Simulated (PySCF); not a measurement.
Method: PBE-D3(BJ)/def2-TZVP // B3LYP-D3(BJ)/def2-TZVP (PySCF). Isolated molecules, 0 K electronic values unless said otherwise. One relaxed conformer stands for a flexible species; it need not be the lowest. Delta-SCF ions had no search for a lower state. 

Reference species (SMILES): `S` (neutral, multiplicity 1).

| Item | Value |
|---|---|
| LUMO | -0.43 eV |
| HOMO | -6.19 eV |
| vertical ionisation energy (Delta-SCF) | 10.35 eV |

Changed species: `CCS` (C–C–S–H torsion 62°) (X = ethyl; the reference has X = H).

Task: What does the change do to the LUMO, HOMO and vertical ionisation energy (Delta-SCF)?

Result: the LUMO is nearly the same; the HOMO increases by 0.68 eV, to -5.51 eV; the vertical ionisation energy (Delta-SCF) decreases by 1.26 eV, to 9.09 eV.
